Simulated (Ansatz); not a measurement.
Wurtzite MgTe was calculated with PBE+SOC (plane waves, PAW; Ansatz, a quantum-chemistry and plane-wave program).

Numerical settings: plane-wave cutoff 520 eV, 12×12×6 k mesh (along the axes of the cell as run), Fermi–Dirac smearing 0.01 eV, PAW data made under PBE.

On both sides of the equilibrium volume: at 33.816 Å³/atom the pressure is 0.71 GPa and the direct gap at Γ 2.198 eV; at 35.196 Å³/atom they are -0.64 GPa and 2.023 eV. The fitted bulk modulus is 33.7 GPa.

Question: Work out the volume deformation potential of this gap and its pressure coefficient, in two ways.

Answer: a_V = dE_g/d ln V = (2.023 − 2.198)/ln(35.196/33.816) = -4.38 eV. Since dP = −B d ln V, dE_g/dP = −a_V/B = 130 meV/GPa. Straight from the pressures: (2.198 − 2.023)/(0.71 − (-0.64)) = 130 meV/GPa. At this level and over this range the gap at Γ widens under pressure.
